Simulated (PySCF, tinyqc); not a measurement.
RHF in the sto-3g basis, for HF, spin multiplicity 1, step by step. The lowest restricted solution is unstable here: a spin-polarised one lies 0.1109 hartree lower (PySCF). One step of it, computed by the program tinyqc.

Task: Orthogonalisation. S = U s U^T; symmetric (Loewdin) form X = U s^(-1/2) U^T, so that X^T S X = 1.

overlap S:
```
           1F 1s     1F 2s    1F 2px    1F 2py    1F 2pz     2H 1s
1F 1s   1.000000  0.237990  0.000000  0.000000  0.000000  0.008684
1F 2s   0.237990  1.000000  0.000000  0.000000  0.000000  0.115516
1F 2px  0.000000  0.000000  1.000000  0.000000  0.000000  0.000000
1F 2py  0.000000  0.000000  0.000000  1.000000  0.000000  0.000000
1F 2pz  0.000000  0.000000  0.000000  0.000000  1.000000  0.111202
2H 1s   0.008684  0.115516  0.000000  0.000000  0.111202  1.000000
```

Give: eigenvalues of S; X.

Result:

eigenvalues of S: 0.734  0.898  1.000  1.000  1.094  1.274

X:
```
         1F 1s   1F 2s  1F 2px  1F 2py  1F 2pz   2H 1s
1F 1s    1.022  -0.124   0.000   0.000  -0.001   0.006
1F 2s   -0.124   1.028   0.000   0.000   0.005  -0.060
1F 2px   0.000   0.000   1.000   0.000   0.000   0.000
1F 2py   0.000   0.000   0.000   1.000   0.000   0.000
1F 2pz  -0.001   0.005   0.000   0.000   1.005  -0.057
2H 1s    0.006  -0.060   0.000   0.000  -0.057   1.010
```
